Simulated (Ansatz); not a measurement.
Consider the hydrogenolysis of a C–F bond: `CCC(O)(O)F` + H₂ → `CCC(O)O` + H–F.

Isolated molecules relaxed with PBE0-D4/def2-TZVP in Ansatz; ΔE leaves out vibrations. CCSD(T)/CBS adds triple-zeta CCSD(T) − MP2 to the extrapolated MP2 energy (def2 sets, frozen cores). This one scheme is used for every species. Functionals use def2-TZVPP. B3LYP here is the variant with VWN-RPA as its local correlation; programs differ in this. Each species was taken in one conformer, which may not be the lowest.

| level | ΔE (kcal/mol) | difference from CCSD(T)/CBS |
| --- | --- | --- |
| PBE-D4 | -8.2 | 2.6 |
| r2SCAN-D4 | -5.9 | 4.9 |
| PBE0-D4 | -9.0 | 1.8 |
| B3LYP-D4 | -8.6 | 2.2 |
| ωB97X-V | -7.0 | 3.8 |
| ωB97M-V | -7.4 | 3.4 |
| B2PLYP | -9.5 | 1.3 |
| PBE | -8.7 | 2.1 |
| r2SCAN | -6.0 | 4.8 |
| PBE0 | -9.4 | 1.4 |
| B3LYP | -9.3 | 1.5 |
| HF/def2-TZVPP | -9.0 | 1.8 |
| MP2/def2-TZVPP | -10.8 | 0.0 |
| SCS-MP2/def2-TZVPP | -10.5 | 0.3 |
| CCSD/def2-TZVPP | -10.4 | 0.4 |
| CCSD(T)/def2-TZVPP | -9.7 | 1.1 |
| HF/def2-QZVPP | -9.3 | 1.5 |
| MP2/def2-QZVPP | -11.6 | -0.8 |
| SCS-MP2/def2-QZVPP | -11.3 | -0.5 |
| HF/CBS(def2) | -9.3 | 1.5 |
| MP2/CBS(def2) | -11.9 | -1.1 |
| CCSD/CBS(def2) | -11.5 | -0.7 |
| CCSD(T)/CBS | -10.8 | 0 |

Largest T1 diagnostic among the species: 0.011.
